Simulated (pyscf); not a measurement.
Single points on ωB97X-D3(BJ)/def2-SVP structures (PySCF, gas phase).

SMILES: [F][Ta]([OH])([F])([F])[F]
```xyz
7

O     -1.1745    -0.1758     0.1392
Ta    -0.0059     0.8109    -0.9474
F      0.2267    -0.6326    -2.1071
F      1.1898     1.0732     0.4609
F     -1.3171     2.0906    -1.3004
F      1.1656     1.8042    -2.0516
H     -1.7762    -0.6822     0.6852
```

Problem. What are the homolytic bond dissociation enthalpies (298 K) of HO–Ta(F)(F)(F)–F at ωB97M-D3(BJ)/def2-TZVP, weakest first?

Solution. O–Ta to OH• + [F–Ta(F)(F)–F]•: 110.8 kcal/mol; H–O to [O–Ta(F)(F)(F)–F]• + H•: 117.5 kcal/mol; F–Ta to [HO–Ta(F)(F)–F]• + F•: 134.2 kcal/mol. Ring and multiple bonds, and those that leave no two simple radicals, are not listed. The radicals are drawn with the spin at the cut bond; how far it spreads was not checked. Other isomers of [O–Ta(F)(F)(F)–F]•, [HO–Ta(F)(F)–F]• were not searched in full and may lie lower. Left out: the spin-orbit lowering of F, OH. Open-shell species with a d-block atom are single-reference here; other states, and whether the spin sits on metal or ligand, were not checked. Elements past Kr carry the def2 core potentials, without spin-orbit coupling.
